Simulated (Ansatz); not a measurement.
Single points on Si₃⁻.

```yaml
crystal:
  periodic: [false, false, false]
  atoms:
    - {symbol: Si, position_ang: [-0.299831, 1.168861, 0.656770]}
    - {symbol: Si, position_ang: [1.184333, -0.256611, -0.647161]}
    - {symbol: Si, position_ang: [-0.884512, -0.912250, -0.009608]}
basis:
  gaussian: {orbitals: def2-TZVPD, initial_orbitals: start.molden}
total_charge: -1
magnetization: {spin_polarized: true, initial_magnetization: 1}
hamiltonian: {xc: {name: B3LYP}, dispersion: d4}
scf: {omitted_lower_state_checks: [starts]}
output: {orbitals: {seedname: orbitals}}
```

The file start.molden holds the orbitals of an earlier run on this structure, at another level or in another basis.

```sh
$ ansatz run in.yaml --threads 4 --pin off --events-out ev --progress --plain --max-ram 3916MiB
```

Shortened log:

```
Functional definition: B3LYP
867 factors; their error is unknown
mean field evaluation 1: about -23633.5239 eV, gradient 4.1e0 eV
mean field evaluation 2: about -23633.5735 eV, gradient 5.9e-2 eV
mean field evaluation 4: about -23633.5878 eV, gradient 2.3e-4 eV
mean field evaluation 8: about -23633.5878 eV, gradient 8.0e-6 eV
mean field -23633.58779098 eV, -868.5183318973 hartree, gradient 8.0e-6 eV, S^2 0.757831; 0 other end points of the search recorded, 0 dependent functions left out
reference -23633.58798120 eV, -868.5183388878 hartree; 22, 21 occupied and 107, 108 virtual orbitals, 867 factors
Total energy: -23633.84801752 eV, -868.5278950462 hartree
Checks for a lower state left out: starts
```

Hardware: 4 threads of Arm Neoverse V2 on a shared host. Wall time 2.7 s.

As the first input, with `gaussian: {orbitals: 6-31G}`, `hamiltonian: {xc: hf}` (abridged; 0.21 s):

```
Functional definition: HF
mean field evaluation 16: about -23581.5988 eV, gradient 6.9e-6 eV
mean field -23581.59882891 eV, -866.6077727807 hartree, gradient 6.8e-6 eV, S^2 0.780358
Total energy: -23581.59882891 eV, -866.6077727807 hartree
Checks for a lower state left out: starts
```

As the first input, with `hamiltonian: {xc: hf}` (abridged; 2.3 s):

```
Functional definition: HF
mean field -23585.51871571 eV, -866.7518259636 hartree, gradient 3.4e-6 eV, S^2 0.806286
Total energy: -23585.51871571 eV, -866.7518259636 hartree
Checks for a lower state left out: starts
```

The first input with `hamiltonian: {xc: pbe}`, `correlation: {method: rpa}` and without the key `output` (abridged; 2.2 s):

```
Functional definition: PBE
mean field -23620.55914434 eV, -868.0395379645 hartree, gradient 3.9e-6 eV, S^2 0.756070
15 core orbitals not correlated: weight in the atoms' cores, before any rotation towards them, 1.000 or more for the frozen orbitals, at most 0.000 for the correlated occupied ones
Total energy: -23599.84313265 eV, -867.2782385768 hartree
Checks for a lower state left out: starts
```

The first input with `hamiltonian: {xc: {name: wB97X-V}}` (abridged; 14 s):

```
Functional definition: wB97X-V
mean field -23627.78406130 eV, -868.3050487654 hartree, gradient 1.4e-5 eV, S^2 0.763683
Total energy: -23627.78405980 eV, -868.3050487104 hartree
Checks for a lower state left out: starts
```

As the first input, with `gaussian: {orbitals: def2-SVPD, initial_orbitals: start.molden}`, `hamiltonian: {xc: pbe0, dispersion: d4}` (abridged; 1.1 s):

```
Functional definition: PBE0
mean field -23614.40131112 eV, -867.8132417676 hartree, gradient 4.2e-6 eV, S^2 0.760334
Total energy: -23614.53043569 eV, -867.8179870080 hartree
Checks for a lower state left out: starts
```

First input, but with `hamiltonian: {xc: {name: B97M-V}}` (abridged; 6.5 s):

```
Functional definition: B97M-V
mean field -23626.33335790 eV, -868.2517363989 hartree, gradient 1.6e-5 eV, S^2 0.757744
Total energy: -23626.33340765 eV, -868.2517382273 hartree
Checks for a lower state left out: starts
```

Geometry: PBE-D4/def2-TZVPD.

B3LYP takes the VWN-RPA correlation. Correlated methods freeze 15 core orbitals. At B97M-V/def2-TZVPD the highest occupied level of the charge -1 doublet lies above zero (up to 0.04 eV). By energy differences its removal costs 2.31 eV (vertical, to the charge 0 triplet, at PBE0-D4/def2-TZVPD). The structure comes from a short search, and lower isomers may exist.
